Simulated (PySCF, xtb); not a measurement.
Homolysis of single bonds, series Ga F-H. All species are isolated molecules in the gas phase. Strings in code marks are SMILES.

Quantity: homolytic bond dissociation enthalpy at 298 K (no spin–orbit term), in eV. Thermal and zero-point terms are GFN2-xTB rigid-rotor harmonic values (xtb).

A: F–Ga bond of `[F][Ga]([F])[F]`, giving `[F]` and `[F][Ga][F]`
B: F–Ga bond of `[F][GaH2]`, giving `[F]` and `[GaH2]`
C: F–Ga bond of `[F][GaH][F]`, giving `[F]` and `[F][GaH]`

Problem. Rank these by homolytic bond dissociation enthalpy at 298 K (no spin–orbit term) (lowest first), as PBE-D3(BJ)/def2-TZVP // B3LYP-D3(BJ)/def2-TZVP (PySCF) gives it.

Solution. A (5.26 eV), C (5.56 eV), B (5.79 eV)
